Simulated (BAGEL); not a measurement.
# C2H4 (ethylene) at HF/6-31G(d) (density fitting with qzvpp-jkfit, spherical functions)

What is the vertical singlet–triplet gap of C2H4 (ethylene) at HF/6-31G* (density fitting with qzvpp-jkfit, spherical functions)? 

Program for the calculation: BAGEL 1.2.2.

### Step 1. Starting point

C2H4: 6 atoms, total charge 0, spin state singlet. SMILES: `C=C`. Geometry: relaxed at GFN2-xTB.

Bond lengths: C1–C2 1.316 Å, C1–H3 1.078 Å, C1–H4 1.078 Å, C2–H5 1.078 Å, C2–H6 1.078 Å. Angles: C1–C2–H5 122.0°, C1–C2–H6 122.0°, C2–C1–H3 122.0°, C2–C1–H4 122.0°, H5–C2–H6 116.0°, H3–C1–H4 116.0°.

### Step 2. The energy at HF/6-31G(d) (density fitting with qzvpp-jkfit, spherical functions)

The input, hf.json:

```json
{ "bagel" : [

{
  "title" : "molecule",
  "basis" : "6-31gs.json",
  "df_basis" : "qzvpp-jkfit",
  "angstrom" : true,
  "geometry" : [
    { "atom" : "C", "xyz" : [      -0.086880,      -0.636790,      -0.142220 ] },
    { "atom" : "C", "xyz" : [       0.086650,       0.636720,       0.142160 ] },
    { "atom" : "H", "xyz" : [       0.031180,      -1.409010,       0.600400 ] },
    { "atom" : "H", "xyz" : [      -0.356240,      -0.969850,      -1.131230 ] },
    { "atom" : "H", "xyz" : [      -0.029250,       1.409080,      -0.600620 ] },
    { "atom" : "H", "xyz" : [       0.354540,       0.969850,       1.131520 ] }
  ]
},

{ "title" : "hf" },

{ "title" : "print", "file" : "orbitals.molden", "orbitals" : true }

]}
```

The basis set 6-31G* is read from a file made from the Basis Set Exchange's data (not shown).

Launch:

```sh
$ BAGEL_NUM_THREADS=1 BAGEL hf.json > hf.out
```

Log:

```text
* using 1 threads per process

  ===============================================================
  ===============================================================

  *** Geometry ***

  { "atom" : "C", "xyz" : [     -0.164179,     -1.203359,     -0.268757 ] },
  { "atom" : "C", "xyz" : [      0.163745,      1.203226,      0.268643 ] },
  { "atom" : "H", "xyz" : [      0.058922,     -2.662643,      1.134592 ] },
  { "atom" : "H", "xyz" : [     -0.673196,     -1.832751,     -2.137715 ] },
  { "atom" : "H", "xyz" : [     -0.055274,      2.662775,     -1.135007 ] },
  { "atom" : "H", "xyz" : [      0.669984,      1.832751,      2.138263 ] },

  Number of auxiliary basis functions:      222

  Since a DF basis is specified, we compute 2- and 3-index integrals:
    o Being stored without compression. Storage requirement is 0.002 GB

  Number of basis functions:       36
  Number of electrons      :       16

    * METHOD: MOLECULE                             0.03

  *** RHF ***

  === Nuclear Repulsion ===
    33.6658493867

      * DIIS with orbital gradients will be used.

  === RHF iteration (6-31gs.json) ===
      0        -77.97626410          0.02450852           0.00
      1        -78.02594521          0.00718741           0.00
      2        -78.03092840          0.00204640           0.00
      3        -78.03132324          0.00010322           0.00
      4        -78.03132520          0.00001160           0.00
      5        -78.03132522          0.00000177           0.00
      6        -78.03132522          0.00000022           0.00
      7        -78.03132522          0.00000008           0.00
      8        -78.03132522          0.00000002           0.00
      9        -78.03132522          0.00000001           0.00
    * SCF iteration converged.

    * Permanent dipole moment:
           (   -0.000172,    -0.000021,     0.000024) a.u.

    * METHOD: HF                                   0.04

    * METHOD: PRINT                                0.00

  ===============================================================
```

It took 0.2 s on 1 thread of Arm Neoverse V2, shared host.

### Step 3. The triplet at the same level

The input, input.json:

```json
{ "bagel": [

{
  "title": "molecule",
  "basis": "6-31gs.json",
  "df_basis": "qzvpp-jkfit",
  "angstrom": true,
  "geometry": [
    { "atom": "C", "xyz": [      -0.086880,      -0.636790,      -0.142220 ] },
    { "atom": "C", "xyz": [       0.086650,       0.636720,       0.142160 ] },
    { "atom": "H", "xyz": [       0.031180,      -1.409010,       0.600400 ] },
    { "atom": "H", "xyz": [      -0.356240,      -0.969850,      -1.131230 ] },
    { "atom": "H", "xyz": [      -0.029250,       1.409080,      -0.600620 ] },
    { "atom": "H", "xyz": [       0.354540,       0.969850,       1.131520 ] }
  ]
},

{
  "title": "uhf",
  "nopen": 2
},

{
  "title": "print",
  "file": "orbitals.molden",
  "orbitals": true
}

]}
```

The basis set 6-31G* is read from a file made from the Basis Set Exchange's data (not shown).

Launch:

```sh
$ BAGEL_NUM_THREADS=1 BAGEL input.json > input.out
```

Log:

```text
* using 1 threads per process

  ===============================================================
  ===============================================================

  *** Geometry ***

  { "atom" : "C", "xyz" : [     -0.164179,     -1.203359,     -0.268757 ] },
  { "atom" : "C", "xyz" : [      0.163745,      1.203226,      0.268643 ] },
  { "atom" : "H", "xyz" : [      0.058922,     -2.662643,      1.134592 ] },
  { "atom" : "H", "xyz" : [     -0.673196,     -1.832751,     -2.137715 ] },
  { "atom" : "H", "xyz" : [     -0.055274,      2.662775,     -1.135007 ] },
  { "atom" : "H", "xyz" : [      0.669984,      1.832751,      2.138263 ] },

  Number of auxiliary basis functions:      222

  Since a DF basis is specified, we compute 2- and 3-index integrals:
    o Being stored without compression. Storage requirement is 0.002 GB

  Number of basis functions:       36
  Number of electrons      :       16

    * METHOD: MOLECULE                             0.03

  *** Open-shell HF ***

  === Nuclear Repulsion ===
    33.6658493867

      * DIIS with orbital gradients will be used.

  === UHF iteration (6-31gs.json) ===
      0        -77.85020776          0.04125460           0.00
      1        -77.89535874          0.01008568           0.00
      2        -77.89949686          0.00389084           0.00
      3        -77.90007825          0.00079417           0.00
      4        -77.90027025          0.00016228           0.00
      5        -77.90032391          0.00004435           0.00
      6        -77.90033679          0.00000680           0.00
      7        -77.90033746          0.00000288           0.00
      8        -77.90033757          0.00000065           0.00
      9        -77.90033757          0.00000024           0.00
     10        -77.90033757          0.00000010           0.00
     11        -77.90033757          0.00000005           0.00
     12        -77.90033757          0.00000001           0.00
     13        -77.90033757          0.00000000           0.00
    * SCF iteration converged.

    * S^2 (UHF) is 2.0194

    * Permanent dipole moment:
           (   -0.000177,    -0.000007,     0.000031) a.u.

    * METHOD: UHF                                  0.08

    * METHOD: PRINT                                0.00

  ===============================================================
```

Run time: 0.24 s. Hardware: 1 thread of Arm Neoverse V2, shared host.

### Step 4. Results

Level: HF/6-31G* (density fitting with qzvpp-jkfit, spherical functions).

```
                                        quantity         value
                           singlet: total energy  -78.03133 Eh
                          singlet: dipole moment        0.00 D
                            singlet: HOMO energy     -10.19 eV
                            singlet: LUMO energy       5.00 eV
                          singlet: HOMO–LUMO gap      15.20 eV
                           triplet: total energy  -77.90034 Eh
                          triplet: dipole moment        0.00 D
                                   triplet: ⟨S²⟩         2.019
vertical energy of the triplet above the singlet      3.564 eV
```

What this shows: At this shape the triplet lies 3.56 eV (344 kJ/mol) above the singlet.
